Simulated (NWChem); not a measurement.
Species: methylamine (CH5N); SMILES CN

Program: NWChem. All runs use the structure optimised with PBE0/def2-SVP. B3LYP is NWChem's, with the RPA form of VWN correlation. Vertical excitations in the gas phase; the lowest state need not have the same character in each row.

```
level                                                lowest excitation, singlet (eV)  oscillator strength of that lowest state  lowest state with f > 0.02, singlet (eV)  oscillator strength of that bright state  lowest triplet (eV)  orbital gap (eV)
---------------------------------------------------  -------------------------------  ----------------------------------------  ----------------------------------------  ----------------------------------------  -------------------  ----------------
PBE/aug-cc-pVDZ, full TDDFT                                                        ?                                     0.006                                         ?                                     0.027                    ?                 ?
B3LYP/aug-cc-pVDZ, full TDDFT                                                   5.28                                     0.009                                      6.06                                     0.027                 5.09              6.30
Hartree-Fock/aug-cc-pVDZ, TDHF                                                  6.82                                     0.014                                      8.10                                     0.043                 6.36             11.57
LDA (Slater exchange, VWN5)/aug-cc-pVDZ, full TDDFT                             4.87                                     0.006                                      5.58                                     0.029                 4.75              4.86
```

**Question.** Fill in the missing entries.

**Answer.** 
- PBE/aug-cc-pVDZ, full TDDFT, lowest excitation, singlet (eV): 4.81
- PBE/aug-cc-pVDZ, full TDDFT, lowest state with f > 0.02, singlet (eV): 5.48
- PBE/aug-cc-pVDZ, full TDDFT, lowest triplet (eV): 4.63
- PBE/aug-cc-pVDZ, full TDDFT, orbital gap (eV): 4.80
